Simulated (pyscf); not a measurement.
Thermochemistry of product channels of F–SiH₂–O–SiH₃ + H₂ on the singlet surface, in kJ/mol, from ωB97M-D3(BJ)/def2-TZVP energies (ideal gas, 1 atm, RRHO with modes under 100 cm⁻¹ raised to 100, one conformer, R ln 2 for chiral ones without a mode under 150 cm⁻¹). Single points on ωB97X-D3(BJ)/def2-SVP structures (PySCF, gas phase).

```tsv
products	ΔE	ΔH(298 K)	ΔG(298 K)	ΔG(600 K)
F–SiH₃ + HO–SiH₃	?	+119.1	+109.7	+102.1
HO–SiH₂–F + SiH₄	?	+86.8	+80.1	+75.1
```

Problem. Complete the blanks.

Solution. 
- F–SiH₃ + HO–SiH₃, ΔE: +109.8
- HO–SiH₂–F + SiH₄, ΔE: +78.3

These are energies of the channels, which say nothing of barriers.
